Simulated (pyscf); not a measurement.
Thermochemistry of product channels of `[TeH2]` + `[Cl][Ge][Cl]` [singlet] on the singlet surface, in eV, from ωB97M-D3(BJ)/def2-TZVP energies (ideal gas, 1 atm, RRHO with modes under 100 cm⁻¹ raised to 100, one conformer, R ln 2 for chiral ones without a mode under 150 cm⁻¹). Single points on ωB97X-D3(BJ)/def2-SVP structures (PySCF, gas phase).

| products | ΔE | ΔH(298 K) | ΔG(600 K) | ΔG(1200 K) |
|---|---|---|---|---|
| `[Cl][Ge][TeH]` [singlet] + `[ClH]` | +0.17 | +0.21 | +0.25 | +0.26 |
| `[Cl][GeH]([Cl])[TeH]` | -0.97 | -0.88 | +0.03 | +0.88 |

The channel to Cl–GeH(Cl)–TeH turns unfavourable between 298 and 1200 K (ΔG from -0.42 eV to +0.88 eV).

These are energies of the channels, which say nothing of barriers. Elements up to Kr have no core potential and no relativistic terms here. Elements past Kr carry the def2 core potentials, without spin-orbit coupling.
